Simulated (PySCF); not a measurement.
## First hyperpolarisability: 1-chloro-2-fluoroethane (SMILES FCCCl)

Molfile (atoms numbered from 1):
```
C2H4ClF
     RDKit          3D

  8  7  0  0  0  0  0  0  0  0999 V2000
   -1.5861   -0.8705   -0.1657 F   0  0  0  0  0  0  0  0  0  0  0  0
   -0.7193    0.2042   -0.2003 C   0  0  0  0  0  0  0  0  0  0  0  0
    0.6541   -0.2780    0.1960 C   0  0  0  0  0  0  0  0  0  0  0  0
    1.7824    1.0934    0.1612 Cl  0  0  0  0  0  0  0  0  0  0  0  0
   -0.7119    0.6111   -1.2142 H   0  0  0  0  0  0  0  0  0  0  0  0
   -1.0826    0.9659    0.4938 H   0  0  0  0  0  0  0  0  0  0  0  0
    1.0202   -1.0309   -0.5005 H   0  0  0  0  0  0  0  0  0  0  0  0
    0.6514   -0.6862    1.2053 H   0  0  0  0  0  0  0  0  0  0  0  0
  1  2  1  0
  2  3  1  0
  3  4  1  0
  2  5  1  0
  2  6  1  0
  3  7  1  0
  3  8  1  0
M  END
```

Computed with PySCF 2.14.0, quadratic response CAM-B3LYP/aug-cc-pVTZ first hyperpolarisability, Taylor convention, gas phase. Geometry: PBE0-D3(BJ)/def2-TZVP.

What is the first hyperpolarisability, and how does it disperse?

In 10⁻³⁰ esu, Taylor convention; the vector part is βᵢ = ⅓ Σⱼ (βᵢⱼⱼ + βⱼᵢⱼ + βⱼⱼᵢ); β∥ is 3/5 of the vector part along the dipole, the dipole points from − to +:
| process | λ (nm) | β vector norm | β∥ | β HRS | depolarisation ratio |
| --- | --- | --- | --- | --- | --- |
| static β(0;0,0) | ∞ | 0.84 | -0.01 | 0.32 | 7.60 |
| second harmonic β(−2ω;ω,ω) | 1907 | 0.86 | -0.01 | 0.32 | 7.54 |
| Pockels β(−ω;ω,0) | 1907 | 0.85 | -0.01 | – | – |
| second harmonic β(−2ω;ω,ω) | 1064 | 0.92 | -0.01 | 0.34 | 7.39 |
| Pockels β(−ω;ω,0) | 1064 | 0.86 | -0.01 | – | – |

Which lowest excitations, dipole and polarisabilities go with it?

S1 7.36 eV (f = 0.003); S2 7.41 eV (f = 0.004); S3 7.82 eV (f = 0.023); dipole 0.07 D; isotropic α 41.9 au static, 42.0 au at 1907 nm, 42.2 au at 1064 nm, 42.2 au at 953.5 nm, 43.0 au at 532 nm.
